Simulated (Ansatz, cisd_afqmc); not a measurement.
System: HF, charge 1, doublet. HF+ (parent SMILES F, doublet).
B3LYP-D3(BJ)/def2-TZVP minimum from Ansatz (a first-principles code):
```
F
H 1 1.0165
```
Charge +1, spin multiplicity 2.

Total energies in cc-pVQZ, 7 correlated electrons, 1 frozen orbitals. UHF or UKS for unpaired electrons; spin-orbit terms are left out. Correlated methods leave the cores frozen. No relativity. The Monte Carlo rows (phaseless AFQMC, CISD trial, step 0.005/hartree) carry one-sigma bars that omit the constraint's bias. Outlying blocks are dropped, and bars are widened where a walk drifts. Over all cases where full CI ran beside it in this data, AFQMC minus full CI had a median of +0.1 mEh and passed +0.4 mEh in a tenth of the cases.

| method | program | energy (Eh) | minus CCSDT(Q) (mEh) |
|---|---|---|---|
| HF | Ansatz | -99.54443 | 240.83 |
| MP2 | Ansatz | -99.76852 | 16.74 |
| CCSD | Ansatz | -99.78008 | 5.18 |
| CCSD(T) | Ansatz | -99.78493 | 0.33 |
| CCSDT(Q) | Ansatz | -99.78527 | 0.00 |
| AFQMC/CISD | cisd_afqmc | -99.7851 ± 0.0002 | 0.2 ± 0.2 |

Rough core times of Ansatz's runs on a shared machine: CCSD(T) under 20 s, CCSDT(Q) 4 min.
